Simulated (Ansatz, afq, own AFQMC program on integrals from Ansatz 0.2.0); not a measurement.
Where AFQMC and coupled cluster stand for SbH⁺, quartet

```
atom   x (Å)   y (Å)   z (Å)
  Sb  0.0000  0.0000  0.0000
   H  0.0000  0.0000  1.8710
```

Basis def2-TZVP with its core potentials. Only valence electrons are correlated. Ansatz 0.2.0 and our own AFQMC program on the same integrals; the CISD trial comes from CCSD amplitudes, and released means the phaseless constraint is let go. Uncertainties: one standard error, sampling alone. No spin–orbit coupling.

Determinant: ROHF, the one that the program's search chose, which needn't be the lowest solution. The geometry is a PBE0/def2-TZVP stationary point of this or a neighbouring charge and spin state.

Full CI on the same integrals is exact in this basis and with this determinant's frozen core.

Cautions: no spin-orbit coupling; inner d shell frozen; lower spins were not checked; CCSDT(Q) on the UHF determinant differs (33 meV lower), by its state or its frozen core.

The T1 diagnostic is 0.0259 and the weight of the determinant in the CISD state is 0.937. The size of the correlated space is 5 electrons in 47 orbitals.

```csv
level,correlation energy (eV)
MP2,-1.6879
CCSD,-2.0914
CCSD(T),-2.1516
```

(1) Estimate where phaseless AFQMC with a CISD trial lies against CCSD(T) on the same integrals.

(1) 1.4 ± 0.3 kJ/mol below CCSD(T).

Reference: full CI, correlation energy -2.169 eV. The released energy is read at 2.40 1/Eh (meV from the phaseless value at times in 1/Eh: -2 ± 4 at 0.24, 0 ± 4 at 0.51, -2 ± 4 at 0.99, -5 ± 4 at 1.62, -3 ± 3 at 2.40).

```json
{"level": "CCSD(T)", "E − E(reference) (kJ/mol)": "1.7", "share of correlation (%)": "99.21"}
{"level": "CCSDT", "E − E(reference) (kJ/mol)": "0.2", "share of correlation (%)": "99.91"}
{"level": "CCSDT(Q)", "E − E(reference) (kJ/mol)": "0.0", "share of correlation (%)": "99.98"}
{"level": "ph-AFQMC/CISD", "E − E(reference) (kJ/mol)": "0.3 ± 0.3", "share of correlation (%)": "99.88"}
{"level": "released AFQMC", "E − E(reference) (kJ/mol)": "0.0 ± 0.3", "share of correlation (%)": "100.01"}
```

CCSDT and higher add their correlation energy to the determinant of the CCSD(T) run, since their own runs factorise the integrals more tightly (a shift of under 2 meV). A walk keeps the symmetry of its determinant, which the program's search chose and which needn't be the lowest solution, so a lower state of the same spin and another symmetry isn't excluded. Released energies are given only where the last usable release times agree within the noise; a slower fall can still hide under it.
